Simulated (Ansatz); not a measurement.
# ClH3Si: the cost of one run

Program: Ansatz 0.2.0, Gaussian basis. Level of theory: PBE0-D4/def2-TZVP structures, single points in def2-TZVPP, no counterpoise correction. These are calculated values, not measurements.

Levels: SPW92, PBE-D4, BLYP-D4, r2SCAN-D4, B97M-V, PBE0-D4, B3LYP-D4, r2SCAN0-D4, BHLYP-D4, CAM-B3LYP-D4, wB97X-V, wB97M-V, B2PLYP, PBE-QIDH, RPA on PBE, Hartree-Fock, MP2, CCSD, CCSD(T).

Correlated methods freeze the cores. B3LYP uses VWN-RPA correlation. B2PLYP carries no dispersion term here.

94 further runs of the same task are left out: 94 set aside as unsound or not needed.

## Step 1: The system as given

The complex: 10 atoms, charge 0, spin multiplicity 1.

Atoms are counted from 1 here; the program's logs count them from 0.

Bond lengths: Si1–H3 1.480 Å, Si1–H4 1.480 Å, Si1–H5 1.481 Å, Si1–Cl7 2.054 Å, H2–Si6 1.485 Å, Si6–H8 1.483 Å, Si6–H9 1.485 Å, Si6–H10 1.485 Å. Angles: H3–Si1–H4 110.5°, H3–Si1–H5 110.4°, H3–Si1–Cl7 108.6°, H4–Si1–H5 110.4°, H4–Si1–Cl7 108.6°, H5–Si1–Cl7 108.2°, H2–Si6–H8 109.7°, H2–Si6–H9 109.1°, H2–Si6–H10 109.1°, H8–Si6–H9 109.8°, H8–Si6–H10 109.8°, H9–Si6–H10 109.4°.

Coordinates:

```xyz
10
ClH7Si2
Si   -0.1475    1.2804   -1.8531
H    -0.5605   -0.8914    0.4935
H     0.0736   -0.1207   -2.2770
H    -1.4244    1.4042   -1.1143
H    -0.1406    2.1826   -3.0276
Si    0.0538   -1.3148    1.7777
Cl    1.3878    1.8377   -0.6072
H     1.1907   -0.4215    2.1070
H     0.5356   -2.7134    1.6485
H    -0.9685   -1.2429    2.8524
```

Its parts: SiH3Cl holds atoms 1, 3, 4, 5, 7; SiH4 holds atoms 2, 6, 8, 9, 10. Each part counts its atoms afresh in its own runs.

## Step 2: Relaxing SiH3Cl alone

File relax-a/in.yaml:

```yaml
crystal:
  periodic: [false, false, false]
  atoms:
    - {symbol: Si, position_ang: [-0.147476, 1.280355, -1.853067]}
    - {symbol: H, position_ang: [0.073618, -0.120746, -2.276991]}
    - {symbol: H, position_ang: [-1.424403, 1.404162, -1.114300]}
    - {symbol: H, position_ang: [-0.140644, 2.182577, -3.027626]}
    - {symbol: Cl, position_ang: [1.387777, 1.837711, -0.607162]}
basis:
  gaussian: {orbitals: def2-TZVP}
hamiltonian: {xc: pbe0, dispersion: d4}
relax: {f_tol: 0.005, max_steps: 200}
```

Launch:

```console
> ansatz run in.yaml --threads 4 --pin off --events-out ev --progress --plain --max-ram 9574MiB
```

**Question.** How long does this run take on 4 threads of Arm Neoverse V2, shared host?

About 1.8 s.
